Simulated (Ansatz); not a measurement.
We consider hcp Zr, described by r²SCAN+rVV10 (plane waves, PAW; Ansatz, a first-principles code).

Run with plane-wave cutoff 500 eV, 30×30×14 k mesh (along the axes of the cell as run), Fermi–Dirac smearing 0.1 eV, scalar-relativistic PAW data made under PBE.

Computed at the level's own relaxed cell.

Task: What does this level give for the volume per atom, lattice parameter a and lattice parameter c?

Result: 
- volume per atom: 23.28 Å³/atom
- lattice parameter a: 3.234 Å
- lattice parameter c: 5.142 Å

Measured, for comparison: lattice constant a 3.232 Å, lattice parameter c 5.148 Å (293 K, no zero-point or thermal correction; as tabulated in Wikipedia's data pages). Computed (rounded) less measured: lattice constant a +0.1 %, lattice parameter c -0.1 %.
